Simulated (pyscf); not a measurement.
Thermochemistry of product channels of `[CH2]=[Se]` + `[SeH2]` on the singlet surface, in eV, from ωB97M-D3(BJ)/def2-TZVP energies (ideal gas, 1 atm, RRHO with modes under 100 cm⁻¹ raised to 100, one conformer, R ln 2 for rigid chiral ones). Single points on ωB97X-D3(BJ)/def2-SVP structures (PySCF, gas phase).

```
products                        ΔE  ΔH(298 K)  ΔG(600 K)  ΔG(900 K)
---------------------------  -----  ---------  ---------  ---------
`[Se]=[CH][SeH]` + `[H][H]`  +0.34      +0.26      +0.43      +0.49
`[CH3][Se][SeH]`             -1.79      -1.62      -0.75      -0.34
```

These are energies of the channels, which say nothing of barriers. Elements up to Kr have no core potential and no relativistic terms here.
